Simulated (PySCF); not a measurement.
# [NH3]-: relaxation and vibrations of the doublet

The task is one start of a wider search on [NH3]-: the doublet, from a T-shaped start. It is relaxed, tested by its Hessian and followed downhill if it is a saddle.

Program: PySCF 2.14.0. Level of theory: PBE0, basis N def2-TZVPD, H def2-TZVPD, no relativity, density fitting. These are calculated values, not measurements.

### 1 The system as given

4 atoms, charge -1, spin multiplicity 2.

Bond lengths: N1–H2 1.030 Å, N1–H3 1.030 Å, N1–H4 1.030 Å. Angles: H2–N1–H3 88.0°, H2–N1–H4 88.0°, H3–N1–H4 176.0°.

```xyz
4
charge -1 multiplicity 2
N     0.0000    0.0000    0.0000
H     0.0000    0.0000    1.0300
H     1.0294    0.0000    0.0359
H    -1.0294    0.0000    0.0359
```

### 2 The SCF at the typed geometry

The steps below are one call of a driver around PySCF. For each, scf.py gives the equivalent set-up of the SCF; relaxations use the driver's own optimiser. After this first run the driver tries any further starts and a stability analysis.

Input file scf.py:

```python
from pyscf import gto, scf, dft
mol = gto.M(atom='''
N      0.000000     0.000000     0.000000
H      0.000000     0.000000     1.030000
H      1.029400     0.000000     0.035900
H     -1.029400     0.000000     0.035900''',
    basis={'N': 'def2-TZVPD', 'H': 'def2-TZVPD'},
    charge=-1, spin=1)
mf = dft.UKS(mol, xc='PBE0')
mf.grids.atom_grid = (50, 194)
aux = {'N': 'def2-universal-JKFIT', 'H': 'def2-universal-JKFIT'}
mf = mf.density_fit(auxbasis=aux)
mf.conv_tol = 1e-08
mf.diis_space = 10
mf.max_cycle = 60
mf.init_guess = 'minao'
mf.verbose = 4
mf.kernel()
```

Run with:

```bash
$ OMP_NUM_THREADS=2 python axn.py task.json out
```

After this run come: Relaxing the doublet from the T-shaped start; Frequencies; Leaving the saddle point; Frequencies.

Before running it: what results should come out? Wanted: minimum; geometry; wavenumbers; dipole moment; highest occupied, lowest empty level; polar-tensor charge of N1; zero-point energy; ⟨S²⟩.

The runs gave:

```
                                          quantity                                    value
                                           minimum                             doublet, C3v
                                          geometry      N–H 1.023 Å (×3); H–N–H 105.5° (×3)
                                wavenumbers (cm⁻¹)  987 (a1), 1586 (e), 3287 (a1), 3417 (e)
                    dipole moment (centre of mass)                                   0.78 D
highest occupied, lowest empty level (either spin)                            2.90, 4.66 eV
                         polar-tensor charge of N1                                  -0.11 e
                                 zero-point energy                              85.4 kJ/mol
                               entropy at 298.15 K                          198.5 J/(mol K)
                                              ⟨S²⟩                                    0.751
```

What this shows: The T-shaped start (C2v) ends in a minimum of C3v symmetry, after a stop at a saddle point 19.7 kJ/mol higher, from which it was pushed off along an imaginary mode. In the infrared the band at 987 cm⁻¹ (a1, bend) leads. Most of the spin sits on N1 (Mulliken spin 3.72, against 1 for the whole molecule). Other starts or spin states, not run here, may lie lower. A highest occupied level above zero is common for anions with such functionals; it warns that the extra electron is poorly described.

The anion's highest level is positive in at least one run, so there the basis alone may hold the extra electron.
